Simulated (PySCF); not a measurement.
# Computed NMR parameters against published values

Geometry (Å), atoms numbered from 1 in this order:
```xyz
5

Si    0.0017    0.0005   -0.0033
H    -0.3321    1.2366   -0.7065
H    -0.6879   -1.1206   -0.6366
H     1.4444   -0.2201   -0.0627
H    -0.4175    0.1065    1.3919
```

Calculated, not measured (PySCF 2.14.0 with density-fitted response routines): shieldings: GIAO PBE0/pcSseg-1, GFN2-xTB structure. Rapidly exchanging positions averaged, gas phase, single conformer, relativity neglected.

Reference values: measured (C. Corminboeuf, T. Heine, J. Weber, Chem. Phys. Lett. 357 (2002) 1).
| atoms | quantity | reference | computed |
| --- | --- | --- | --- |
| Si1 | δ $^{29}$Si vs TMS | -95.6 | -111.7 |

Reference values: CCSD(T)/CBS (aug-cc-pCVXZ fit) (gas (isolated, no vibration); Rzepiela, Kaminsky, Buczek, Broda, Kupka, Molecules 2022, 27, 8230).
```
atoms     quantity  reference  computed
  Si1  σ $^{29}$Si      470.9     460.8
```

Absolute shieldings are compared as such; zero-point and thermal motion, absent here, lowers them by some tenths of a ppm for H, a few ppm for C and up to about 10 ppm for F.

Computed shifts are σ(ref) − σ with the named reference compound (TMS for H and C) calculated as an isolated molecule at the same level.
